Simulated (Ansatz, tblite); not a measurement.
Forces on the cluster P2S2⁻ at its PBE0-D4/def2-TZVPD geometry. The state is a doublet with charge -1.

The xTB rows come from tblite. The structure comes from a short search, and lower isomers may exist.

GFN1-xTB (tblite), largest force 0.83 eV/Å:

```xyz
4
positions Å, forces eV/Å
P    -0.631    0.938   -1.145    0.479   -0.254   -0.215
P     0.451   -0.765   -0.232    0.259    0.647   -0.143
S    -1.624   -0.124    0.327   -0.665   -0.173    0.472
S     1.805   -0.049    1.050   -0.073   -0.219   -0.114
```

GFN2-xTB (tblite), largest force 0.61 eV/Å:

```
P 0.241 -0.219 0.182
P 0.187 0.330 0.161
S 0.036 -0.004 0.039
S -0.464 -0.107 -0.382
```

r2SCAN-D4/def2-TZVPD (Ansatz), largest force 0.25 eV/Å:

```
P -0.033 0.173 -0.146
P 0.140 -0.205 -0.057
S -0.216 -0.008 0.112
S 0.109 0.040 0.091
```
